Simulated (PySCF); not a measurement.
# Worked example: oscillator strength and radiative lifetime

C3H7, SMILES C[CH]C (connectivity only; charge and spin as stated), charge +1, multiplicity 1.

Coordinates come from a PBE0-D3(BJ)/def2-TZVP optimisation. The spin state was assumed, not searched. The isomer is the one that the SMILES or the coordinates give; other isomers of the formula were not compared.

PySCF 2.14.0 with TDDFT-CAM-B3LYP/def2-SVPD puts the first singlet state with f over 0.02 at 7.38 eV (vertical), with the transition dipole (-1.391, 0.230, 0.000) in atomic units.

Q: Find the oscillator strength, the wavelength and the radiative lifetime that this transition would have in vacuum if emission retraced absorption.

A: 
|μ|² = 1.9878 au, so |μ| = 3.58 D. ΔE = 7.38/27.211 = 0.2712 hartree. f = (2/3) ΔE |μ|² = 0.359 (the program prints 0.359).
λ = 1239.84/7.38 = 168 nm; ν = 59524 cm⁻¹.
Einstein's coefficient A = 0.6670 ν² f s⁻¹ (ν in cm⁻¹) = 8.5e8 s⁻¹, so τ = 1/A = 1.2 ns. This state is S3; the lower singlets have f = 0.004, 0.002. The figure is the radiative limit of this one transition; relaxation, internal conversion, crossing to triplets and a medium change what is measured.
